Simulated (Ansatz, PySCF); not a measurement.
thiophene (C₄H₄S), SMILES c1ccsc1. Atoms are numbered in the order given.

```xyz
9

C      0.0000     0.7121     1.2696
C      0.0000    -0.7121     1.2696
C      0.0000    -1.2349     0.0029
S      0.0000     0.0000    -1.1897
C      0.0000     1.2349     0.0029
H      0.0000     1.3256     2.1717
H      0.0000    -1.3256     2.1717
H      0.0000    -2.2830    -0.2934
H      0.0000     2.2830    -0.2934
```
Charge 0, spin multiplicity 1.

Geometry optimised at PBE0-D3(BJ)/def2-SVP.

Two levels are set side by side: PBE-D3(BJ)/def2-SVP (Ansatz, a quantum-chemistry and plane-wave program) and PBE0-D3(BJ)/def2-SVP (Ansatz). Each level has its own optimised geometry; the coordinates shown are those of the second. Frequencies come from the Hessian of PySCF at each geometry. Differences are taken from unrounded values.

| quantity | PBE0-D3(BJ) |
|---|---|
| mean bond length (Å) | 1.329 |
| bond C1–C2 (Å) | 1.424 |
| bond C1–C5 (Å) | 1.370 |
| bond C2–C3 (Å) | 1.370 |
| bond C3–S4 (Å) | 1.717 |
| bond S4–C5 (Å) | 1.717 |
| bond C1–H6 (Å) | 1.091 |
| bond C2–H7 (Å) | 1.091 |
| bond C3–H8 (Å) | 1.089 |
| bond C5–H9 (Å) | 1.089 |
| highest harmonic wavenumber (cm⁻¹) | 3280 |
| mean harmonic wavenumber (cm⁻¹) | 1405 |
| zero-point energy (kcal/mol) | 42.18 |

**Question.** What does PBE-D3(BJ) give, and how far is it from PBE0-D3(BJ)? (Estimate from the structure and the level; the computed values follow.)

**Answer.** 
```tsv
quantity	PBE-D3(BJ)	PBE-D3(BJ) minus PBE0-D3(BJ)
mean bond length (Å)	1.339	0.010
bond C1–C2 (Å)	1.430	0.006
bond C1–C5 (Å)	1.382	0.012
bond C2–C3 (Å)	1.382	0.012
bond C3–S4 (Å)	1.732	0.015
bond S4–C5 (Å)	1.732	0.015
bond C1–H6 (Å)	1.099	0.008
bond C2–H7 (Å)	1.099	0.008
bond C3–H8 (Å)	1.097	0.007
bond C5–H9 (Å)	1.097	0.007
highest harmonic wavenumber (cm⁻¹)	3191	-88
mean harmonic wavenumber (cm⁻¹)	1356	-49
zero-point energy (kcal/mol)	40.70	-1.47
```

GGA bonds tend to be longer and softer than those of functionals with exact exchange. Differences between two approximate levels are no errors against the true value.
